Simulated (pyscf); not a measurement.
Concerted two-bond exchange: H₂C=CH₂ (SMILES C=C) + H₃C–OH (SMILES CO) -> H₃C–CH₃ (SMILES CC) + H₂C=O (SMILES C=O)

Gas phase, singlet surface, charge 0. Bonds broken: C7–H9, O8–H12. Bonds formed: C1–H12, C2–H9. PySCF, gas phase, ωB97X-D3(BJ)/def2-SVP geometries. MP2 and CC: frozen core, UHF for open shells. ΔMP2 is the change of the MP2 total energy from the triple- to the quadruple-zeta basis.

Transition state (Å):

```xyz
12

C      0.4319    -0.9933     0.4549
C      1.2943     0.0889     0.1651
H      0.4994    -1.4497     1.4496
H      0.2005    -1.6948    -0.3553
H      1.9701     0.4676     0.9416
H      1.6732     0.2231    -0.8554
C     -0.7573     1.6624     0.2904
O     -1.4901     0.6261     0.5538
H      0.4495     1.2012     0.1533
H     -0.8738     2.1414    -0.7036
H     -0.5733     2.3894     1.1080
H     -0.7289    -0.3192     0.5557
```

One imaginary mode, 1828i cm⁻¹; descent along it reached the two sides named.

```tsv
bond	change	reactant side (Å)	saddle	product side
C7–H9	breaks	1.109	1.299	3.0
O8–H12	breaks	0.964	1.214	2.490
C1–H12	forms	2.464	1.346	1.100
C2–H9	forms	3.4	1.397	1.102
```

Electronic energies relative to the separated reactants (kJ/mol):

| level | barrier | reaction energy | reverse barrier |
|---|---|---|---|
| ωB97X-D3(BJ)/def2-TZVP | 155.0 | -55.5 | 210.5 |
| PBE/def2-TZVP | 89.1 | -54.0 | 143.0 |
| r²SCAN/def2-TZVP | 99.8 | -52.1 | 152.0 |
| B3LYP-D3(BJ)/def2-TZVP | 133.7 | -50.7 | 184.4 |
| PBE0-D3(BJ)/def2-TZVP | 116.4 | -51.5 | 167.9 |
| M06-2X/def2-TZVP | 152.6 | -43.3 | 195.9 |
| ωB97M-D3(BJ)/def2-TZVP | 156.0 | -50.7 | 206.7 |
| HF/def2-TZVP | 285.1 | -51.2 | 336.3 |
| MP2/def2-QZVPP | 134.5 | -46.8 | 181.3 |
| CCSD/def2-TZVPP | 185.8 | -46.1 | 231.9 |
| CCSD(T)/def2-TZVPP | 160.4 | -46.5 | 206.9 |
| CCSD(T)/def2-TZVPP + ΔMP2(QZVPP) | 161.6 | -43.0 | 204.6 |

With CCSD(T)/def2-TZVPP + ΔMP2(QZVPP) energies and thermal terms (ideal gas, 1 atm, RRHO with modes under 100 cm⁻¹ raised to 100, one conformer, R ln 2 for chiral ones without a mode under 150 cm⁻¹), in kJ/mol:

```
T (K)    ΔH‡    ΔG‡     ΔH     ΔG
-----  -----  -----  -----  -----
298    146.4  196.2  -45.6  -42.5
600    147.0  246.8  -46.4  -39.1
900    150.6  295.9  -47.1  -35.2
1200   155.0  343.7  -47.2  -31.3
```

One saddle was located; it need not be the lowest between these sides. The CCSD(T) − MP2 part came from Ansatz, without density fitting, on the same reference.
